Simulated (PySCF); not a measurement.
How methods differ on the ionisation energy of Li

Li [He] 2s1 (2S) → Li⁺ 1s2 (1S), as a difference of total energies. All numbers are calculated (PySCF 2.14, scalar relativity by spin-free X2C-1e, in aug-cc-pCVTZ-DK). Correlated levels: valence and next inner shell: nothing frozen. The calculations carry no spin-orbit coupling.

```
                                method  ionisation energy (eV)
                                   UHF                   5.343
    MP2 (valence and next inner shell)                   5.375
SCS-MP2 (valence and next inner shell)                   5.371
   CCSD (valence and next inner shell)                   5.379
CCSD(T) (valence and next inner shell)                   5.380
```

Q: How much does correlation contribute at CCSD(T) (valence and next inner shell)?

A: 5.380 − (5.343) = 0.037 eV, measured against UHF.

Errors of the correlated levels include the incompleteness of this basis.

For comparison: 5.392 eV (measured; NIST Atomic Spectra Database, ionization energies).
